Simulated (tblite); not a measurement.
Compound: cyclopropenyl anion, C3H3 (charge -1).
Bonds: C1–C2 (double), C2–C3, C1–C3. Hydrogens: H4 on C1; H5 on C2; H6 on C3.

The geometry is computed with GFN2-xTB (gas phase).

Q: Give the optimised bond lengths and angles.

A: 
```
        bond  length (Å)   order
       C1=C2       1.301  double
C1–C3, C2–C3       1.555  single
C1–H4, C2–H5       1.089  single
       C3–H6       1.221  single
```

Bonds in one row agree within 0.01 Å and their mean is given. Orders are formal, as drawn. A selection of angles:
```
   angle  degrees
C2–C1–C3     65.3
C2–C1–H4    141.8
C3–C1–H4    151.8
C2–C3–H6    106.7
C1–C3–C2     49.5
```

The 3-membered ring C1–C2–C3 has internal angles of 49.5° to 65.3°. The C–C distances run from 1.301 Å (C1=C2, drawn double in one of several resonance forms) to 1.555 Å (C2–C3, drawn single in one of several resonance forms), a spread of 0.254 Å. C1 (carbon bonded to 2 C and H) has angles 151.8°, 141.8° and 65.3°, sum 358.9°, 0.06 Å off the plane of its three neighbours.

Point group: Cs (every atom within 0.08 Å of its image). Its GFN2-xTB frequencies are all real (lowest 448 cm⁻¹).
